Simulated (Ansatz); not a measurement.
# AlOS: the cost of one run

Program: Ansatz 0.2.0, Gaussian basis. Level of theory: def2-QZVPP, core rule «outside noble gas», up to 11 orbitals frozen. These are calculated values, not measurements.

Plan: UHF; ROHF; CCSD(T) on UHF.

2 further runs of the same task are left out: 2 set aside as unsound or not needed.

## 1. The geometry

The geometry is a PBE0/def2-TZVP stationary point (not a proven minimum) of the parent state, kept for this charge and spin.

3 atoms, charge 0, spin multiplicity 4.

Atoms are counted from 1 here; the program's logs count them from 0.

Bond lengths: Al1–O2 1.721 Å, O2–S3 1.597 Å. Angles: Al1–O2–S3 180.0°.

Coordinates:

| atom | x (Å) | y (Å) | z (Å) |
| --- | --- | --- | --- |
| Al1 | 0.00000 | 0.00000 | 1.67960 |
| O2 | 0.00000 | 0.00000 | -0.04110 |
| S3 | 0.00000 | 0.00000 | -1.63850 |

## 2. UHF

The input, in.yaml:

```yaml
crystal:
  periodic: [false, false, false]
  atoms:
    - {symbol: Al, position_ang: [0.000000, 0.000000, 1.679600]}
    - {symbol: O, position_ang: [0.000000, 0.000000, -0.041100]}
    - {symbol: S, position_ang: [0.000000, 0.000000, -1.638500]}
basis:
  gaussian: {orbitals: "def2-QZVPP.json"}
magnetization: {spin_polarized: true, initial_magnetization: 3}
hamiltonian: {xc: hf}
output: {orbitals: {seedname: orbitals}}
```

Run with:

```console
$ ansatz run in.yaml --threads 1 --pin off --events-out ev --progress --plain --max-ram 2393MiB
```

What time and memory should one allow on 1 thread of Arm Neoverse V1, shared host?

About 43 s, with a peak of 0.55 GiB.
